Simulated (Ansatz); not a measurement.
Born–Oppenheimer molecular dynamics of H4OSi (6 atoms, charge 0, multiplicity 1). It goes on from the last frame of an earlier run, with new velocities.

These are results of RKS PBE0/def2-SVP (Ansatz), not measurements.

```
ensemble        : NVT, Nosé–Hoover chain
time step       : 0.5 fs
steps asked     : 100
set temperature : 300 K
thermostat      : time constant 100 fs, chain length 3 (defaults)
seed            : 380640
```

First frame:

```xyz
6
Properties=species:S:1:pos:R:3
Si -0.066 -0.041 0.034
O 0.064 -0.105 1.651
H -0.924 -0.106 2.003
H 1.387 0.009 -0.444
H -0.721 1.227 -0.440
H -0.610 -1.238 -0.615
```

How far do the bonds stretch over the last three quarters of this one trajectory? (Pairs bonded in most of those frames.)


```json
{"bond": "Si1–O2", "mean (Å)": "1.672", "spread (Å)": "0.027", "shortest": "1.63", "longest": "1.72"}
{"bond": "Si1–H4", "mean (Å)": "1.497", "spread (Å)": "0.028", "shortest": "1.45", "longest": "1.54"}
{"bond": "Si1–H5", "mean (Å)": "1.501", "spread (Å)": "0.011", "shortest": "1.48", "longest": "1.52"}
{"bond": "Si1–H6", "mean (Å)": "1.497", "spread (Å)": "0.030", "shortest": "1.46", "longest": "1.55"}
{"bond": "O2–H3", "mean (Å)": "0.968", "spread (Å)": "0.052", "shortest": "0.89", "longest": "1.05"}
```

Mean temperature of the second half: 448 K. The conserved energy stayed within 0.85 meV per atom of its start (net change -0.31 meV per atom), so the integration is sound. The mean temperature of the second half is 49 % above the set value. A run of 0.05 ps of so small a system gives no equilibrium averages.

The run took 72 s on 1 thread of AMD EPYC 7R43 64-Core Processor (Zen 3), with other jobs on the host, peak memory 0.1 GiB.
